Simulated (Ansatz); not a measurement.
**H3S+ (singlet): from Hartree-Fock to the top rungs, cc-pVTZ**

The task here is to estimate one member of a computed series from the others.

Computed with Ansatz 0.2.0, Gaussian basis. Level: cc-pVTZ, core rule «outside noble gas», up to 5 orbitals frozen.

Plan: UHF; CCSD(T) on RHF; BCCD(T) on RHF; CCSDT(Q) on RHF; CASSCF and NEVPT2, 8 electrons in 7 orbitals.

12 further runs of the same task are left out: 6 that didn't finish, 6 set aside as unsound or not needed.

### What is computed

The geometry is a PBE0/def2-TZVP stationary point (not a proven minimum).

4 atoms, charge 1, spin multiplicity 1.

Atoms are counted from 1 here; the program's logs count them from 0.

Bond lengths: S1–H2 1.357 Å, S1–H3 1.357 Å, S1–H4 1.357 Å. Angles: H2–S1–H3 94.1°, H2–S1–H4 94.1°, H3–S1–H4 94.1°.

The first run:

The input, in.yaml:

```yaml
crystal:
  periodic: [false, false, false]
  atoms:
    - {symbol: S, position_ang: [0.000369, 0.000007, -0.062458]}
    - {symbol: H, position_ang: [1.143423, 0.012160, 0.669098]}
    - {symbol: H, position_ang: [-0.588179, 0.987461, 0.658956]}
    - {symbol: H, position_ang: [-0.566998, -0.999827, 0.658874]}
basis:
  gaussian: {orbitals: cc-pVTZ}
total_charge: 1
magnetization: {spin_polarized: true, initial_magnetization: 0}
hamiltonian: {xc: hf}
output: {orbitals: {seedname: orbitals}}
```

Launch:

```
ansatz run in.yaml --threads 1 --pin off --events-out ev --progress --plain --max-ram 2393MiB
```

Among the steps run: UHF; CCSD(T) on RHF; BCCD(T) on RHF; CCSDT(Q) on RHF; CASSCF and NEVPT2, 8 electrons in 7 orbitals.

One table of the session follows, with a row left open; its other results are not shown here.

It belongs to the step «Misses and costs». 

```
        method  from RCCSDT(Q) (meV)
           RHF               +6061.9
          RMP2                +959.2
         RCCSD                     ?
      RCCSD(T)                 +27.7
       BCCD(T)                 +27.2
        RCCSDT                  +7.6
     RCCSDT(Q)                     0
CASSCF valence               +4577.4
NEVPT2 valence               +1010.4
```

Estimate the missing values for RCCSD.

**Answer.** from RCCSDT(Q) (meV): +224.4. In the column «from RCCSDT(Q) (meV)» it lies between RCCSD(T) (+27.7) and RMP2 (+959.2).
